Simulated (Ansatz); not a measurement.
Tetradymite Bi2Te3, treated with r²SCAN in Ansatz (PAW).

Run with plane-wave cutoff 500 eV, 10×10×10 k mesh, Fermi–Dirac smearing 0.05 eV, scalar-relativistic PAW data made under PBE.

Computed at the level's own relaxed cell.

Q: Estimate the volume per atom, lattice constant a, lattice parameter c and band gap that the calculation returns.

A: 
* **volume per atom**: 36.44 Å³/atom
* **lattice constant a**: 4.419 Å
* **lattice parameter c**: 32.316 Å
* **band gap**: 0.87 eV (on the SCF k mesh)

Measured, for comparison: lattice constant a 4.386 Å, lattice parameter c 30.497 Å (temperature not stated, not corrected to a static lattice; as tabulated in Luo et al. (2012), arXiv:1308.1523). Computed (rounded) less measured: lattice constant a +0.8 %, lattice parameter c +6.0 %.

Note: the cell comes from a level without a dispersion term, which matters for the spacing of layers, chains or molecules.

Spin–orbit coupling is not included; with these elements it can move the gap by several tenths of an eV or more.

The computed numbers hold no vibrational or temperature effects.

It cost around 11 core-minutes (rough) of CPU time.

Ansatz is a first-principles code.
